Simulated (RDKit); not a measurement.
RDKit input (MMFF94):

```python
from rdkit import Chem
from rdkit.Chem import AllChem, rdDetermineBonds

mol = Chem.MolFromXYZFile('mol.xyz')
rdDetermineBonds.DetermineBonds(mol, charge=-1)
print('SMILES', Chem.MolToSmiles(Chem.RemoveHs(mol)))
ff = AllChem.MMFFGetMoleculeForceField(mol, AllChem.MMFFGetMoleculeProperties(mol))
e0 = ff.CalcEnergy()
flag = ff.Minimize(maxIts=5000, forceTol=1e-5)
print(f'energy {e0:.4f} -> {ff.CalcEnergy():.4f} kcal/mol, converged: {flag == 0}')
print(Chem.MolToXYZBlock(mol))
```
mol.xyz:
```
9

C      0.00080378    -0.02177211     0.41324146
C     -0.00024699    -0.78565312    -0.85206570
C     -0.00289049     0.75882242    -0.86330175
C      0.00340449    -0.09814573     1.74489492
H     -0.90817693    -1.28775662    -1.19152984
H      0.90811688    -1.28467239    -1.19490016
H      0.90395000     1.25679477    -1.21086112
H     -0.91270055     1.25370994    -1.20749014
H      0.00238584     0.94241549     2.14816769
```

From the last part of the output:

```
SMILES [CH-]=C1CC1
energy 59.1166 -> 5.1595 kcal/mol, converged: True
9

C      0.575965    0.186265    0.233107
C      0.069931   -0.775623   -0.722672
C      0.042944    0.696501   -1.012026
C     -0.018198    0.397750    1.364477
H     -0.861396   -1.276684   -0.490103
H      0.818650   -1.387755   -1.207839
H      0.772943    1.105564   -1.697915
H     -0.907076    1.215105   -0.979880
H     -0.499116    0.572620    2.299006
```

The dipole moment of an ion depends on the origin.
